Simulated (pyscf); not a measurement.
PySCF, gas phase, ωB97X-D3(BJ)/def2-SVP geometries.

For F–CH₂–F (SMILES FCF) + CH₃• (SMILES [CH3]) -> H₃C–F (SMILES CF) + •H₂C–F (SMILES [CH2]F), an atom transfer (doublet surface; C–F broken, C–F formed), PBE/def2-TZVP gives ΔE‡ = 1.49 eV and ΔE = +0.30 eV (zero: the separated reactants). In which direction and how far do r²SCAN/def2-TZVP, M06-2X/def2-TZVP, ωB97M-D3(BJ)/def2-TZVP move these?

r²SCAN: ΔE‡ = 1.72 eV, ΔE = +0.40 eV; M06-2X: ΔE‡ = 2.17 eV, ΔE = +0.36 eV; ωB97M-D3(BJ): ΔE‡ = 2.09 eV, ΔE = +0.36 eV. PBE's barrier lies under all of them, by 0.24 to 0.68 eV. Its reaction energy lies under all of them, by 0.05 to 0.10 eV. Low barriers are usual for a GGA, whose delocalisation error favours stretched bonds. One saddle was located; it need not be the lowest between these sides. The angle at the transferred F is 177°.
